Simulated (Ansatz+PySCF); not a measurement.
Two shapes of doublet CH4NO.

Shape 1:

```xyz
7

H    -2.0892    0.3050   -0.2230
C    -1.1843   -0.2674   -0.0707
N    -0.0385    0.4647    0.1838
O     1.1229   -0.2251   -0.1594
H     1.6395   -0.1811    0.6533
H    -1.2217   -1.2711    0.3289
H    -0.0142    1.3448   -0.3241
```

Shape 2:

```xyz
7

H    -2.1059    0.3149   -0.2180
C    -1.2009   -0.2575   -0.0657
N    -0.0552    0.4747    0.1887
O     1.1646   -0.2498   -0.1717
H     1.6811   -0.2058    0.6410
H    -1.2383   -1.2612    0.3339
H    -0.0309    1.3547   -0.3191
```

Basis set: cc-pVTZ (spherical functions). Correlated methods keep 3 orbitals frozen. Correlation on ROHF uses semicanonical orbitals with singles. Charge 0, multiplicity 2.

Computed with Ansatz (development build ahead of 0.2.0) and PySCF 2.14.0; each method stands on the lowest determinant of its kind that the runs found.

(1) Which shape is lower in energy, and by how much in each method?

Answers

(1)

| method | E(2) − E(1) (eV) |
| --- | --- |
| ROHF | 0.087 |
| UHF | 0.080 |
| ROHF-MP2 | -0.002 |
| UHF-MP2 | 0.000 |

Shape 1 is lower, bar methods that put the two within 0.005 eV.
